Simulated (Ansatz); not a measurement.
# C₂H₄FNO: how energies converge with the basis set

One table from this session's results is given with a row withheld; the runs are named, their logs left out.

Computed with Ansatz 0.2.0, Gaussian basis. Level: one geometry, several basis sets.

Plan: PBE0-D4/def2-SVP; ωB97M-V/def2-SVP; PBE0-D4/def2-QZVPP; ωB97M-V/def2-QZVPP; the functionals' def2-TZVPP values are taken from earlier runs.

**Structure used throughout**

All runs share one geometry, relaxed beforehand with PBE0-D4 in a triple-zeta def2 set.

9 atoms, charge 0, spin multiplicity 1.

Atoms are counted from 1 here; the program's logs count them from 0.

Bond lengths: N1–C2 1.403 Å, N1–H6 1.010 Å, N1–H7 1.009 Å, C2–F3 1.355 Å, C2–C4 1.459 Å, C2–O5 1.368 Å, C4–O5 1.451 Å, C4–H8 1.087 Å, C4–H9 1.086 Å. Angles: C2–N1–H6 112.2°, C2–N1–H7 111.3°, H6–N1–H7 110.8°, N1–C2–F3 109.3°, N1–C2–C4 129.1°, N1–C2–O5 116.5°, F3–C2–C4 116.3°, F3–C2–O5 115.5°, C4–C2–O5 61.7°, C2–C4–O5 56.1°, C2–C4–H8 120.3°, C2–C4–H9 119.6°, O5–C4–H8 114.6°, O5–C4–H9 114.4°, H8–C4–H9 116.6°, C2–O5–C4 62.3°.

The first run:

Contents of in.yaml:

```yaml
crystal:
  periodic: [false, false, false]
  atoms:
    - {symbol: N, position_ang: [-0.275470, 1.234522, 0.644130]}
    - {symbol: C, position_ang: [0.424028, 0.227038, -0.036498]}
    - {symbol: F, position_ang: [1.739540, 0.303128, 0.279016]}
    - {symbol: C, position_ang: [-0.054486, -1.069066, -0.506293]}
    - {symbol: O, position_ang: [0.144692, 0.081812, -1.367596]}
    - {symbol: H, position_ang: [-0.209814, 1.133012, 1.647347]}
    - {symbol: H, position_ang: [-1.240481, 1.274046, 0.351016]}
    - {symbol: H, position_ang: [-1.093465, -1.353889, -0.363533]}
    - {symbol: H, position_ang: [0.653857, -1.876802, -0.664790]}
basis:
  gaussian: {orbitals: def2-SVP}
hamiltonian: {xc: pbe0, dispersion: d4}
output: {orbitals: {seedname: orbitals}}
```

Among the steps run: PBE0-D4 in def2-SVP; ωB97M-V in def2-SVP; PBE0-D4 in def2-QZVPP; ωB97M-V in def2-QZVPP.

One table of the session follows, with a row left open; its other results are not shown here.

It belongs to the step «Density functionals: the series». 

```
functional       basis  HOMO (eV)  LUMO (eV)
   PBE0-D4    def2-SVP      -7.43       1.76
   PBE0-D4  def2-TZVPP      -7.63       1.02
   PBE0-D4  def2-QZVPP      -7.68       0.52
   ωB97M-V    def2-SVP      -9.79       3.37
   ωB97M-V  def2-TZVPP     -10.00       2.38
   ωB97M-V  def2-QZVPP          ?          ?
```

Estimate the missing values for ωB97M-V, def2-QZVPP.

As computed: HOMO (eV): -10.05; LUMO (eV): 1.63. In the column «HOMO (eV)» it is the lowest.
